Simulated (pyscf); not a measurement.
Thermochemistry of product channels of H₂N–InH₂ + H• on the doublet surface, in kJ/mol, from ωB97M-D3(BJ)/def2-TZVP energies (ideal gas, 1 atm, RRHO with modes under 100 cm⁻¹ raised to 100, one conformer, R ln 2 for rigid chiral ones). Single points on ωB97X-D3(BJ)/def2-SVP structures (PySCF, gas phase).

```csv
products,ΔE,ΔH(298 K),ΔG(298 K),ΔG(1200 K)
[H₂N–InH]• + H₂,…,-126.2,-134.6,-156.1
•HN–InH₂ + H₂,…,+31.1,+23.8,+1.6
NH₂• + InH [singlet] + H₂,+37.8,+33.5,-8.3,-127.3
```

Task: What belongs in the gaps?

Result: 
- [H₂N–InH]• + H₂, ΔE: -134.1
- •HN–InH₂ + H₂, ΔE: +39.0

These are energies of the channels, which say nothing of barriers. Elements past Kr carry the def2 core potentials, without spin-orbit coupling.
